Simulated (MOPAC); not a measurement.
MOPAC input (AM1):

```
AM1 FORCE THERMO(298,298) PRECISE LET CHARGE=1 GEO-OK AUX(PRECISION=9) THREADS=1
H4N

N    -0.00000000 1    0.00000000 1   -0.00000000 1
H     0.01428907 1    0.96213012 1   -0.35406272 1
H     0.83361182 1   -0.49782217 1   -0.32942893 1
H    -0.84054248 1   -0.47747663 1   -0.34170658 1
H    -0.00735840 1    0.01316866 1    1.02519823 1
```

Which zero-point energy does it print?

30.40 kcal/mol, from the harmonic wavenumbers of AM1.
